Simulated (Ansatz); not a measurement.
1T (CdI2-type) CdI2, treated with PBE-D3(BJ) (PAW; Ansatz, a program for electronic structure).

Run with plane-wave cutoff 520 eV, 12×12×6 k mesh (along the axes of the cell as run), scalar-relativistic PAW data made under PBE.

Cell (relaxed at this level):

```cif
data_CdI2
_chemical_formula_sum 'Cd1 I2'
_space_group_name_H-M_alt 'P 1'
_space_group_IT_number 1
_cell_length_a 4.24234
_cell_length_b 4.24234
_cell_length_c 6.82503
_cell_angle_alpha 90.000
_cell_angle_beta 90.000
_cell_angle_gamma 120.000
loop_
_space_group_symop_operation_xyz
  'x, y, z'
loop_
_atom_site_label
_atom_site_type_symbol
_atom_site_fract_x
_atom_site_fract_y
_atom_site_fract_z
_atom_site_occupancy
Cd1 Cd 0.00000 0.00000 0.00000 1
I1 I 0.33333 0.66667 0.25347 1
I2 I 0.66667 0.33333 0.74653 1
```

Q: Predict the Voigt–Reuss–Hill bulk modulus, Young modulus, elastic constant C66, elastic constant C11, elastic constant C12, elastic constant C13, elastic constant C33 and elastic constant C44.

A: 
* **Voigt–Reuss–Hill bulk modulus**: 17.6 GPa
* **Young modulus**: 22.6 GPa
* **elastic constant C66**: 13.2 GPa
* **elastic constant C11**: 42.0 GPa
* **elastic constant C12**: 15.5 GPa
* **elastic constant C13**: 8.55 GPa
* **elastic constant C33**: 21.3 GPa
* **elastic constant C44**: 5.49 GPa

Note: the dispersion coefficients are held fixed in the derivatives.

Elastic constants are with the ions relaxed.

Spin–orbit coupling is not included.

Static lattice: no zero-point or thermal effects.
